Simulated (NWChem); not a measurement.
N2H cation; SMILES N#[NH+]

```xyz
3

N      0.0000     0.0000     0.6578
N      0.0000     0.0000    -0.4350
H      0.0000     0.0000    -1.4794
```
Atoms are numbered in this order, from 1.

Program: NWChem. Geometry: optimised at PBE0/def2-SVP. Vzz is the largest principal value of the second derivative of the potential at the nucleus (NWChem prints the opposite sign); η is the asymmetry. Non-relativistic.

For level PBE0/def2-SVP:

```yaml
Vzz N1 (a.u.): -1.078
Vzz N2 (a.u.): -0.101
```

Task: What are these values for level PBE0/def2-TZVP?

Result: The vzz N1 (a.u.) comes out as -1.285. The vzz N2 (a.u.) is -0.307.
